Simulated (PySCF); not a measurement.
Gas-phase reaction: 2 SiH3F → SiH4 + F + SiH2F

Energies from PySCF, thermal terms from the rigid-rotor harmonic-oscillator model, ideal gas at 1 bar. † marks an energy on the PBE0/def2-TZVP geometry and frequencies; other levels use their own. MP2 and CCSD(T) freeze the core. 6-31G* has spherical d functions here. Open shells (unrestricted): F (multiplicity 2, electronic degeneracy 6), SiH2F (multiplicity 2); the rest are closed-shell singlets. Spin-orbit splitting is ignored; it lowers the true energy and changes the entropy of F. B3LYP is the form with VWN-RPA correlation. SiH2F: computed as isolated molecules; such fragments, hydroxides, amides, oligomers or adducts are transient or little studied in the gas. MP2 isn't extrapolated to the basis-set limit; its ΔH°(298 K) is 614.7 kJ in def2-SVP and 660.3 kJ in def2-TZVPP. CCSD(T) isn't extrapolated to the basis-set limit; its ΔH°(298 K) is 584.5 kJ in def2-SVP and 626.7 kJ in def2-TZVPP. The harmonic model lacks anharmonicity and excited electronic states, which grow with temperature; levels with a mode under 35 cm⁻¹ are left out.

```json
[
 {"level": "B3LYP/6-31G*", "ΔE electronic, kJ": "620", "ΔH°(298 K), kJ": "609", "ΔS°(298 K), J/K": "138", "ΔG°(800 K), kJ": "496"},
 {"level": "CCSD(T)/def2-TZVPP†", "ΔE electronic, kJ": "637", "ΔH°(298 K), kJ": "627", "ΔS°(298 K), J/K": "138", "ΔG°(800 K), kJ": "514"},
 {"level": "MP2/def2-SVP†", "ΔE electronic, kJ": "625", "ΔH°(298 K), kJ": "615", "ΔS°(298 K), J/K": "138", "ΔG°(800 K), kJ": "502"},
 {"level": "PBE/def2-TZVP†", "ΔE electronic, kJ": "635", "ΔH°(298 K), kJ": "624", "ΔS°(298 K), J/K": "138", "ΔG°(800 K), kJ": "512"},
 {"level": "ωB97M-V/def2-TZVP†", "ΔE electronic, kJ": "649", "ΔH°(298 K), kJ": "639", "ΔS°(298 K), J/K": "138", "ΔG°(800 K), kJ": "526"}
]
```
ΔH° is lowest at B3LYP/6-31G* and highest at ωB97M-V/def2-TZVP†. No reference value is set beside these.
